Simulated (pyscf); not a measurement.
PySCF, gas phase, ωB97X-D3(BJ)/def2-SVP geometries.

### Question
How much does it cost (ΔH, 298 K, ωB97M-D3(BJ)/def2-TZVP) to split H₃C–CH(CH₃)–N(SiH₂–OH)–CH(CH₃)–CH₃ at its O–Si bond into H₃C–CH(CH₃)–N(SiH₂•)–CH(CH₃)–CH₃ + OH•?

### Answer
O–Si to H₃C–CH(CH₃)–N(SiH₂•)–CH(CH₃)–CH₃ + OH•: 127.6 kcal/mol. The 7 functionals that were run give +121.1 (r²SCAN) to +128.2 kcal/mol (M06-2X). Other isomers of H₃C–CH(CH₃)–N(SiH₂•)–CH(CH₃)–CH₃ were not searched in full and may lie lower. Left out: the spin-orbit lowering of OH.
